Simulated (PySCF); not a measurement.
C4H5N. Atoms are numbered in the order given.

```xyz
10

C      0.0000     0.7135     0.9858
C      0.0000    -0.7135     0.9858
C      0.0000    -1.1248    -0.3342
N      0.0000     0.0000    -1.1223
C      0.0000     1.1248    -0.3342
H      0.0000     1.3667     1.8561
H      0.0000    -1.3667     1.8561
H      0.0000    -2.1209    -0.7708
H      0.0000     0.0000    -2.1333
H      0.0000     2.1209    -0.7708
```

Coordinates come from a B3LYP-D3(BJ)/def2-SVP optimisation.

Calculation: PySCF with PBE/def2-TZVP.

ESP charges are fitted to the potential on shells at 1.4 to 2.0 van der Waals radii. Atomic charges (e):

```tsv
atom	Löwdin	meta-Löwdin	Mulliken	ESP fit
C1	-0.20	-0.19	-0.16	-0.21
C2	-0.20	-0.19	-0.16	-0.21
C3	-0.25	-0.11	-0.10	-0.24
N4	0.18	-0.14	-0.16	-0.09
C5	-0.25	-0.11	-0.10	-0.24
H6	0.14	0.13	0.10	0.17
H7	0.14	0.13	0.10	0.17
H8	0.13	0.13	0.12	0.18
H9	0.19	0.25	0.21	0.29
H10	0.13	0.13	0.12	0.18
```

Computed Mayer and Wiberg (Löwdin basis) orders of the bonds:
| bond | Mayer | Wiberg |
|---|---|---|
| C1–C2 | 1.35 | 1.48 |
| C2–C3 | 1.58 | 1.72 |
| C3–N4 | 1.20 | 1.50 |
| C1–C5 | 1.58 | 1.72 |
| N4–C5 | 1.20 | 1.50 |
| C1–H6 | 0.97 | 0.85 |
| C2–H7 | 0.97 | 0.85 |
| C3–H8 | 0.95 | 0.87 |
| N4–H9 | 0.92 | 0.87 |
| C5–H10 | 0.95 | 0.87 |
